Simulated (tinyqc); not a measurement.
Inside a calculation. Method: extended Hueckel theory, for H2O. Computed by tinyqc, a small Python program that keeps every step (integrals from PySCF). Settings: charge = 0, K = 1.75, multiplicity = 1. Command: `OMP_NUM_THREADS=1 python tinyqc.py 25012 25013 out.jsonl` (the two numbers bound the seeds that draw the settings). One thread of a shared host (Intel(R) Xeon(R) Processor @ 2.60GHz), about 0.01 s of CPU time with the checks.

## Overlaps

Geometry (angstrom):
```
atom         x          y         z
O     0.000000   0.000000  0.000000
H     0.000000   0.770000  0.589000
H     0.000000  -0.770000  0.589000
```

Parameters chosen for this run:
```
element  shell  Slater exponent   H_ii (eV)
O           2s         2.275000  -32.300000
O           2p         2.275000  -14.800000
H           1s         1.300000  -13.600000
```

Slater orbitals, each expanded in six Gaussians scaled to its exponent.

overlap S:
```
           1O 2s    1O 2px     1O 2py    1O 2pz     2H 1s      3H 1s
1O 2s   1.000000  0.000000   0.000000  0.000000  0.453195   0.453195
1O 2px  0.000000  1.000000   0.000000  0.000000  0.000000   0.000000
1O 2py  0.000000  0.000000   1.000000  0.000000  0.308665  -0.308665
1O 2pz  0.000000  0.000000   0.000000  1.000000  0.236109   0.236109
2H 1s   0.453195  0.000000   0.308665  0.236109  1.000000   0.217353
3H 1s   0.453195  0.000000  -0.308665  0.236109  0.217353   1.000000
```

## Wolfsberg-Helmholz matrix

diagonal H_ii (eV): 1O 2s -32.300000, 1O 2px -14.800000, 1O 2py -14.800000, 1O 2pz -14.800000, 2H 1s -13.600000, 3H 1s -13.600000

K = 1.750000

H_ij = K' S_ij (H_ii + H_jj)/2 for i != j (the diagonal keeps H_ii), with K' = 1.75.

H (eV):
```
             1O 2s      1O 2px      1O 2py      1O 2pz       2H 1s       3H 1s
1O 2s   -32.300000    0.000000    0.000000    0.000000  -18.201462  -18.201462
1O 2px    0.000000  -14.800000    0.000000    0.000000    0.000000    0.000000
1O 2py    0.000000    0.000000  -14.800000    0.000000   -7.670321    7.670321
1O 2pz    0.000000    0.000000    0.000000  -14.800000   -5.867297   -5.867297
2H 1s   -18.201462    0.000000   -7.670321   -5.867297  -13.600000   -5.173013
3H 1s   -18.201462    0.000000    7.670321   -5.867297   -5.173013  -13.600000
```

## Orbitals

valence electrons = 8

Solve H C = S C e through S^(-1/2); fill by pairs from the bottom, a degenerate level sharing its electrons equally; each orbital has its largest coefficient positive (the first on a tie).

orbital energies (eV): -33.229092  -17.104671  -15.458614  -14.800000  -0.696288  8.558750

occupations: 2.000000  2.000000  2.000000  2.000000  0.000000  0.000000

coefficients:
```
              MO1        MO2        MO3       MO4        MO5        MO6
1O 2s    0.871116   0.000000  -0.181786  0.000000   0.000000   0.893911
1O 2px   0.000000   0.000000   0.000000  1.000000   0.000000   0.000000
1O 2py   0.000000   0.714509   0.000000  0.000000   0.900719   0.000000
1O 2pz  -0.027651   0.000000   0.920657  0.000000   0.000000   0.558596
2H 1s    0.128787   0.344397   0.136728  0.000000  -0.851965  -0.827076
3H 1s    0.128787  -0.344397   0.136728  0.000000   0.851965  -0.827076
```

sum of one-electron energies = -161.184754 eV

## Mulliken analysis

P = C n C^T; charge = valence electrons (O 6, H 1) minus the sum of (P S)_ii on the atom; overlap population = 2 sum P_ij S_ij between two atoms.

charges: 1O -0.879230, 2H 0.439615, 3H 0.439615

Overlap populations:
```
pair      value
2-1    0.577657
3-1    0.577657
3-2   -0.072447
```
